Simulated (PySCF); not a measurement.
These compounds are isomers of formula C₆H₄N₄.

A. `c1cnc2nccnc2n1`
B. `C=Cc1nncc(C#N)n1`
C. SMILES C#CCn1ncc(C#N)n1
D. `CN1N=C(C#C)C(C#N)=N1`

Spectrum 1. ¹³C{¹H} NMR (computed): δ 146.9 (CH), 127.9 (C), 117.1 (C), 84.0 (CH), 81.1 (C), 46.2 (CH2).

Spectrum 2. ¹³C{¹H} NMR (computed): δ 142.3 (C), 132.4 (C), 116.3 (C), 98.0 (CH), 75.6 (C), 42.1 (CH3).

Spectrum 3. ¹³C{¹H} NMR (computed): δ 153.6 (CH), 151.4 (C).

Spectrum 4. ¹³C{¹H} NMR (computed): δ 167.6 (C), 155.6 (CH), 141.5 (CH), 140.6 (CH2), 139.1 (C), 120.6 (C).

Level of theory: shieldings: GIAO PBE0/pcSseg-1, geometry: GFN2-xTB, in PySCF 2.14.0 with density-fitted response routines (rapidly exchanging positions averaged, in vacuum, non-relativistic Hamiltonian, one conformer).

References, each an isolated molecule treated in the same way: ¹³C vs TMS. Shifts are as computed. Against solution values, carbons near 30 ppm lie about +3 ppm off and those near 130 ppm about +5 ppm. Of 1211 compounds with measured shifts, 218 miss one by over three times the rms of a fit or turn the order of signals round; such compounds aren't used in these exercises.

Question: Match each spectrum to its structure.

Answer: 1–C, 2–D, 3–A, 4–B.

- Spectrum 1 (C): 6 ¹³C signals; δC 146.9 is an aromatic CH next to a ring nitrogen; δC 117.1 is a nitrile carbon.
- Spectrum 2 (D): 6 ¹³C signals; δC 116.3 is a nitrile carbon; δC 98.0 is a terminal alkyne carbon.
- Spectrum 3 (A): 2 ¹³C signals; δC 153.6 is an aromatic CH next to a ring nitrogen; δC 151.4 is a ring-fusion aromatic carbon.
- Spectrum 4 (B): 6 ¹³C signals; δC 155.6 is an aromatic CH next to a ring nitrogen; δC 141.5 is an alkene CH.
